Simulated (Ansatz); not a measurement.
in.yaml

```yaml
crystal:
  periodic: [false, false, false]
  atoms:
    - {symbol: Ge, position_ang: [0.000000, -0.039179, 0.691027]}
    - {symbol: Cl, position_ang: [0.000000, 0.042088, -1.455820]}
    - {symbol: H, position_ang: [0.000000, 1.343123, 1.405821]}
basis:
  gaussian: {orbitals: cc-pVDZ}
total_charge: 1
magnetization: {spin_polarized: false, initial_magnetization: 3}
correlation: {method: ccsdtq, electrons: outside_noble_gas}
```

```sh
$ ansatz run in.yaml --threads 2 --pin off --events-out ev --progress --plain --max-ram 23808MiB --backend cuda --devices 0, --max-vram 18GiB
```

Log:

```
978 factors; integrals over basis functions are off by at most 2.2e-7 eV
mean field evaluation 1: about -68977.9671 eV, gradient 1.5e1 eV
mean field evaluation 2: about -68977.9935 eV, gradient 1.5e1 eV
mean field evaluation 4: about -68979.8561 eV, gradient 3.0e0 eV
mean field evaluation 8: about -68980.5236 eV, gradient 9.4e-1 eV
mean field evaluation 16: about -68980.5993 eV, gradient 7.6e-3 eV
mean field evaluation 32: about -68980.6355 eV, gradient 3.3e-2 eV
mean field evaluation 64: about -68980.5993 eV, gradient 9.7e-6 eV
mean field evaluation 96: about -68980.6360 eV, gradient 9.6e-2 eV
mean field evaluation 128: about -68974.0183 eV, gradient 8.0e0 eV
mean field evaluation 160: about -68980.5555 eV, gradient 7.0e-1 eV
...
mean field -68980.63608350 eV, -2534.9916193141 hartree, gradient 2.2e-6 eV, S^2 3.750000; 11 other end points of the search recorded, 0 dependent functions left out
...
determinant -68980.63608350 eV, -2534.9916193141 hartree, with singles and doubles -68985.99196913 eV, -2535.1884444808 hartree
determinant -68980.59929937 eV, -2534.9902675222 hartree, with singles and doubles -68985.95352535 eV, -2535.1870316977 hartree
determinant -68979.05392508 eV, -2534.9334760645 hartree, with singles and doubles -68984.85358663 eV, -2535.1466096956 hartree
determinant -68977.65554341 eV, -2534.8820864861 hartree, with singles and doubles -68983.25325903 eV, -2535.0877987407 hartree
determinant -68977.46864861 eV, -2534.8752182289 hartree, with singles and doubles -68983.08615567 eV, -2535.0816578056 hartree
determinant -68980.63608350 eV, -2534.9916193141 hartree, with singles and doubles -68985.99227796 eV, -2535.1884558299 hartree
determinant -68980.59929937 eV, -2534.9902675222 hartree, with singles and doubles -68985.95589368 eV, -2535.1871187326 hartree
19 core orbitals not correlated: weight in the atoms' cores, before any rotation towards them, 0.998 or more for the frozen orbitals, at most 0.002 for the correlated occupied ones
reference -68980.63608350 eV, -2534.9916193141 hartree; 7, 4 occupied and 24, 27 virtual orbitals, 978 factors
second order -4.41638027 eV of doubles, -0.11374679 eV of singles
...
cycle  13  -5.49195211 eV  change   -6.5e-5 eV  update   1.2e-4
cycle  14  -5.49202575 eV  change   -7.4e-5 eV  update   7.7e-5
cycle  15  -5.49199817 eV  change    2.8e-5 eV  update   5.4e-5
cycle  16  -5.49197299 eV  change    2.5e-5 eV  update   2.9e-5
cycle  17  -5.49196218 eV  change    1.1e-5 eV  update   1.7e-5
cycle  18  -5.49195755 eV  change    4.6e-6 eV  update   7.4e-6
cycle  19  -5.49195857 eV  change   -1.0e-6 eV  update   4.7e-6
cycle  20  -5.49196010 eV  change   -1.5e-6 eV  update   3.1e-6
cycle  21  -5.49196026 eV  change   -1.6e-7 eV  update   2.1e-6
cycle  22  -5.49196028 eV  change   -2.2e-8 eV  update   1.4e-6
Total energy: -68986.12804378 eV, -2535.1934451318 hartree
```

Ran on 2 threads of AMD EPYC 7R13 with a shared H100 80 GB, shared host: 90 s wall, 0.91 GiB peak host memory.
